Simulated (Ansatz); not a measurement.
in.yaml

```yaml
crystal:
  periodic: [false, false, false]
  atoms:
    - {symbol: Al, position_ang: [0.000000, 0.000000, 0.000000]}
    - {symbol: Al, position_ang: [0.000000, 0.000000, 5.462000]}
basis:
  gaussian: {orbitals: cc-pVTZ}
magnetization: {spin_polarized: true, initial_magnetization: 2}
hamiltonian: {xc: {name: PBE}}
correlation: {method: rpa, electrons: outside_noble_gas}
```

```sh
$ ansatz run in.yaml --threads 1 --pin off --events-out ev --progress --plain --max-ram 4096MiB --backend cpu
```

The program prints:

```
434 factors; integrals over basis functions are off by at most 7.9e-4 eV
mean field evaluation 1: about -13182.9032 eV, gradient 2.4e0 eV
mean field evaluation 2: about -13182.9005 eV, gradient 2.4e0 eV
mean field evaluation 4: about -13182.9598 eV, gradient 2.8e-1 eV
mean field evaluation 8: about -13182.9611 eV, gradient 4.1e-3 eV
mean field evaluation 16: about -13182.9609 eV, gradient 1.9e-5 eV
mean field evaluation 32: about -13182.8519 eV, gradient 2.4e-1 eV
mean field evaluation 64: about -13182.8623 eV, gradient 1.8e-1 eV
mean field evaluation 96: about -13182.8536 eV, gradient 2.0e-4 eV
mean field evaluation 128: about -13182.8495 eV, gradient 6.6e-2 eV
mean field evaluation 160: about -13182.7722 eV, gradient 2.2e-1 eV
mean field evaluation 192: about -13182.8536 eV, gradient 9.2e-3 eV
mean field -13182.96094842 eV, -484.4648791226 hartree, gradient 1.4e-6 eV, S^2 2.003934; 12 other end points of the search recorded, 0 dependent functions left out
10 core orbitals not correlated: weight in the atoms' cores, before any rotation towards them, 1.000 or more for the frozen orbitals, at most 0.000 for the correlated occupied ones
reference -13161.88792628 eV, -483.6904598426 hartree; 4, 2 occupied and 54, 56 virtual orbitals, 434 factors
Total energy: -13169.05775364 eV, -483.9539461382 hartree
```

Ran on 1 thread of AMD EPYC 7R13, shared host: 14 s wall, 0.22 GiB peak host memory.
